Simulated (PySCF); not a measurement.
Ethyl methyl sulfide, C₃H₈S.
InChI=1S/C3H8S/c1-3-4-2/h3H2,1-2H3

Torsions of this conformer, `[CH3:1][CH2:2][S:3][CH3:4]`: C1–C2–S3–C4 -70°.

The closed-shell ground state was solved at several levels (PySCF, density fitting, gas phase, non-relativistic). The structure is a single PBE0-D3(BJ)/def2-SVP conformer in the gas phase; no vibrational or solvent corrections.

```json
{"level": "PBE0/def2-SVPD", "basis functions": "151", "HOMO (eV)": "-6.29", "LUMO (eV)": "0.64", "gap (eV)": "6.93", "dipole (D)": "1.73"}
{"level": "PBE0/pcSseg-1", "basis functions": "115", "HOMO (eV)": "-6.29", "LUMO (eV)": "1.22", "gap (eV)": "7.51", "dipole (D)": "1.70"}
```

Q: Estimate the row for PBE/pcSseg-2, a basis of 263 functions; the other rows only guide the guess.

A: HOMO -5.07 eV, LUMO -0.20 eV, gap 4.87 eV, dipole 1.61 D.

Q: Over all these levels, which gives the widest orbital gap and which the narrowest?

A: PBE0/pcSseg-1 (global hybrid, 25 % exact exchange) has the widest, 7.51 eV, and PBE/pcSseg-2 (GGA) the narrowest, 4.87 eV. Functional and basis both differ between the two, so the spread mixes both effects.

Q: How far do the dipole and the HOMO energy spread over the levels?

A: The dipole runs from 1.61 to 1.73 D (mean 1.68 D) and the HOMO from -6.29 to -5.07 eV.
